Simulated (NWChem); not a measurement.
## Correlation energy of formaldehyde (CH2O)

```xyz
4

C      0.0000     0.0000     0.5228
O      0.0000     0.0000    -0.6733
H     -0.9444     0.0000     1.1247
H      0.9444     0.0000     1.1247
```
Charge 0, spin multiplicity 1.

The numbers come from NWChem runs, not from measurements. Structure: optimised with PBE0/def2-SVP, a minimum by its harmonic frequencies.

Basis set: 6-311G**. Each correlation energy counts from its own Hartree-Fock reference.

The correlated methods keep 2 core orbitals frozen. The Pople sets run with spherical d functions. No row is a measurement; the coupled-cluster row has its own basis-set and correlation limits.

Q: One of these methods gave a correlation energy of -332.0 mHa. Which?
A) MP2
B) CCSD+T(CCSD)
C) CR-CCSD[T]
D) SCS-MP2

A: D, SCS-MP2. The others give -337.0 (MP2), -363.5 (CCSD+T(CCSD)), -361.0 (CR-CCSD[T]).
